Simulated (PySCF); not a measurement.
Cyclopentanol, C₅H₁₀O.
SMILES with atom numbers: `[OH:1][CH:2]1[CH2:3][CH2:4][CH2:5][CH2:6]1` (hydrogens: H7 on O1; H8 on C2; H9, H10 on C3; H11, H12 on C4; H13, H14 on C5; H15, H16 on C6)

The same species was optimised twice, with GFN2-xTB and with PBE0-D3(BJ)/def2-SVP (PySCF), and the same property calculations (PySCF, gas phase) were run on both structures.

| coordinate | GFN2-xTB | PBE0-D3(BJ)/def2-SVP | change |
| --- | --- | --- | --- |
| C4–C5 (Å) | 1.525 | 1.548 | +0.023 |
| C2–C3 (Å) | 1.540 | 1.521 | -0.019 |
| C2–C6 (Å) | 1.542 | 1.527 | -0.015 |
| C5–C6 (Å) | 1.526 | 1.535 | +0.009 |
| C3–C4 (Å) | 1.530 | 1.538 | +0.008 |
| O1–C2 (Å) | 1.413 | 1.411 | -0.002 |
| C3–C2–C6 (°) | 105.5 | 102.2 | -3.3 |
| C4–C5–C6 (°) | 102.6 | 105.4 | +2.8 |
| C3–C4–C5 (°) | 103.5 | 105.7 | +2.2 |
| C2–C3–C4 (°) | 106.2 | 104.4 | -1.8 |
| O1–C2–C6 (°) | 112.8 | 111.6 | -1.2 |
| C2–C6–C5 (°) | 104.5 | 103.9 | -0.6 |
| O1–C2–C3 (°) | 107.6 | 107.2 | -0.4 |

Rotational constants: A = 5783, B = 3307, C = 2545 MHz (GFN2-xTB) against A = 5016, B = 3654, C = 2948 MHz (PBE0-D3(BJ)/def2-SVP). Some torsions differ by more than 30° (O1–C2–C3–C4 125° against 77°; C2–C3–C4–C5 -28° against 24°; C3–C4–C5–C6 41° against 2°), so the changes below aren't those of bond lengths and angles alone. Atoms that the bonding makes alike are paired by their places after alignment.

On the GFN2-xTB structure: HOMO (eV) -7.56 [PBE0/pcSseg-1]; LUMO (eV) 1.32 [PBE0/pcSseg-1]; dipole (D) 1.51 [PBE0/pcSseg-1]; GIAO shielding of O1 (ppm) 264.6 [PBE0/pcSseg-1]; GIAO shielding of C2 (ppm) 109.9 [PBE0/pcSseg-1]; GIAO shielding of C3/C6 (mean) (ppm) 146.0 [PBE0/pcSseg-1]; GIAO shielding of C4/C5 (mean) (ppm) 157.3 [PBE0/pcSseg-1].

Question: What do these properties become on the PBE0-D3(BJ)/def2-SVP structure?

Answer: 
| property | level | on GFN2-xTB | on PBE0-D3(BJ)/def2-SVP | change |
| --- | --- | --- | --- | --- |
| HOMO (eV) | PBE0/pcSseg-1 | -7.56 | -7.70 | -0.14 |
| LUMO (eV) | PBE0/pcSseg-1 | 1.32 | 1.13 | -0.19 |
| dipole (D) | PBE0/pcSseg-1 | 1.51 | 1.50 | -0.01 |
| energy, GFN2-xTB geometry as zero (kcal/mol) | PBE0/pcSseg-1 | 0.0 | -0.7 | -0.7 |
| GIAO shielding of O1 (ppm) | PBE0/pcSseg-1 | 264.6 | 271.8 | +7.2 |
| GIAO shielding of C2 (ppm) | PBE0/pcSseg-1 | 109.9 | 108.7 | -1.2 |
| GIAO shielding of C3/C6 (mean) (ppm) | PBE0/pcSseg-1 | 146.0 | 146.7 | +0.7 |
| GIAO shielding of C4/C5 (mean) (ppm) | PBE0/pcSseg-1 | 157.3 | 161.1 | +3.8 |

The heavy atoms differ by 0.301 Å rms after alignment. Among bonds between heavy atoms C4–C5 changes most (+0.023 Å). Changes are differences of the printed values. Neither structure is proved a minimum here.
